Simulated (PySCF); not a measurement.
Gas-phase thermal properties of H₂SO₄

Energies from PySCF (xtb for GFN2), thermal terms from the rigid-rotor harmonic-oscillator model, ideal gas at 1 bar. 'Table' is the NASA 1993 thermochemical table (part measured, part estimated). 6-31G* has spherical d functions here. All species are closed-shell singlets. B3LYP is the form with VWN-RPA correlation. No R ln 2 is added for the mirror-image form of H₂SO₄. The harmonic model lacks anharmonicity and excited electronic states, which grow with temperature; levels with a mode under 35 cm⁻¹ are left out. Internal rotation in H₂SO₄ is treated as a harmonic vibration of one conformer, which makes the entropy rough. The table's entry may be an old estimate for H₂SO₄ (not checked at source).

```
level           point group  σ  ZPE (kJ/mol)  S°298 (J/mol/K)  Cp298 (J/mol/K)  S°1000 (J/mol/K)  H1000 − H298 (kJ/mol)
--------------  -----------  -  ------------  ---------------  ---------------  ----------------  ---------------------
table                     -  -             -            298.8             83.8             432.5                   81.0
B3LYP/6-31G*             C2  2         100.2            300.5             84.7             434.8                   81.2
GFN2-xTB                 C2  2          93.4            303.8             90.0             443.6                   84.1
HF/6-31G*                C2  2         111.6            292.7             77.9             420.8                   77.8
PBE/def2-SVP             C2  2          97.4            301.9             86.5             438.2                   82.3
PBE0/def2-TZVP           C2  2         104.6            295.3             81.3             427.1                   79.9
```
σ: rotational symmetry number. Electronic degeneracy used: 1. Frequencies are unscaled.
